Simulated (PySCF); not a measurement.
Compound: C3H6F2O.
Bonds: C1–C2, C2–O3, O3–C4, C4–F5, C4–F6. Hydrogens: H7, H8, H9 on C1; H10, H11 on C2; H12 on C4.

The same species was optimised twice, with GFN2-xTB and with PBE0-D3(BJ)/def2-SVP (PySCF), and the same property calculations (PySCF, gas phase) were run on both structures.

```tsv
coordinate	GFN2-xTB	PBE0-D3(BJ)/def2-SVP	change
C2–O3 (Å)	1.430	1.416	-0.014
C4–F5 (Å)	1.366	1.354	-0.012
C1–C2 (Å)	1.517	1.506	-0.011
O3–C4 (Å)	1.341	1.348	+0.007
C4–F6 (Å)	1.338	1.332	-0.006
F5–C4–F6 (°)	106.1	107.8	+1.7
O3–C4–F6 (°)	108.8	107.7	-1.1
O3–C4–F5 (°)	112.0	111.0	-1.0
C1–C2–O3 (°)	108.0	108.5	+0.5
C2–O3–C4 (°)	114.7	115.0	+0.3
C1–C2–O3–C4 (°)	-173	-174	-1
C2–O3–C4–F5 (°)	-72	-68	+4
```

Rotational constants: A = 8259, B = 1964, C = 1691 MHz (GFN2-xTB) against A = 8229, B = 1994, C = 1710 MHz (PBE0-D3(BJ)/def2-SVP). Point groups within 0.08 Å: C1 and C1.

On the GFN2-xTB structure: lowest singlet, TDDFT (eV) 8.54 [CAM-B3LYP/def2-SVPD]; lowest triplet, Tamm–Dancoff (eV) 8.32 [CAM-B3LYP/def2-SVPD]; isotropic polarisability (au) 45.6 [CAM-B3LYP/def2-SVPD]; HOMO (eV) -10.46 [CAM-B3LYP/def2-SVPD]; LUMO (eV) 1.22 [CAM-B3LYP/def2-SVPD]; dipole (D) 3.27 [CAM-B3LYP/def2-SVPD]; HOMO (eV) -8.85 [PBE0/pcSseg-1]; LUMO (eV) 1.39 [PBE0/pcSseg-1]; dipole (D) 3.15 [PBE0/pcSseg-1]; GIAO shielding of C1 (ppm) 170.0 [PBE0/pcSseg-1]; GIAO shielding of C2 (ppm) 120.1 [PBE0/pcSseg-1]; GIAO shielding of O3 (ppm) 218.0 [PBE0/pcSseg-1]; GIAO shielding of C4 (ppm) 61.6 [PBE0/pcSseg-1]; GIAO shielding of F5/F6 (mean) (ppm) 270.5 [PBE0/pcSseg-1].

What do these properties become on the PBE0-D3(BJ)/def2-SVP structure?

| property | level | on GFN2-xTB | on PBE0-D3(BJ)/def2-SVP | change |
| --- | --- | --- | --- | --- |
| lowest singlet, TDDFT (eV) | CAM-B3LYP/def2-SVPD | 8.54 | 8.41 | -0.13 |
| lowest triplet, Tamm–Dancoff (eV) | CAM-B3LYP/def2-SVPD | 8.32 | 8.19 | -0.13 |
| isotropic polarisability (au) | CAM-B3LYP/def2-SVPD | 45.6 | 45.8 | +0.2 |
| HOMO (eV) | CAM-B3LYP/def2-SVPD | -10.46 | -10.32 | +0.14 |
| LUMO (eV) | CAM-B3LYP/def2-SVPD | 1.22 | 1.24 | +0.02 |
| dipole (D) | CAM-B3LYP/def2-SVPD | 3.27 | 3.04 | -0.23 |
| energy, GFN2-xTB geometry as zero (kcal/mol) | CAM-B3LYP/def2-SVPD | 0.0 | -0.2 | -0.2 |
| HOMO (eV) | PBE0/pcSseg-1 | -8.85 | -8.72 | +0.13 |
| LUMO (eV) | PBE0/pcSseg-1 | 1.39 | 1.40 | +0.01 |
| dipole (D) | PBE0/pcSseg-1 | 3.15 | 2.92 | -0.23 |
| energy, GFN2-xTB geometry as zero (kcal/mol) | PBE0/pcSseg-1 | 0.0 | -0.2 | -0.2 |
| GIAO shielding of C1 (ppm) | PBE0/pcSseg-1 | 170.0 | 168.2 | -1.8 |
| GIAO shielding of C2 (ppm) | PBE0/pcSseg-1 | 120.1 | 121.8 | +1.7 |
| GIAO shielding of O3 (ppm) | PBE0/pcSseg-1 | 218.0 | 218.3 | +0.3 |
| GIAO shielding of C4 (ppm) | PBE0/pcSseg-1 | 61.6 | 62.8 | +1.2 |
| GIAO shielding of F5/F6 (mean) (ppm) | PBE0/pcSseg-1 | 270.5 | 275.5 | +5.0 |

The heavy atoms differ by 0.025 Å rms after alignment. Among bonds between heavy atoms C2–O3 changes most (-0.014 Å). Changes are differences of the printed values. Neither structure is proved a minimum here.

Shape of the structure used: `[CH3:1][CH2:2][O:3][CH:4]([F:5])[F:6]`: C1–C2–O3–C4 -174°, C2–O3–C4–F5 -68°.
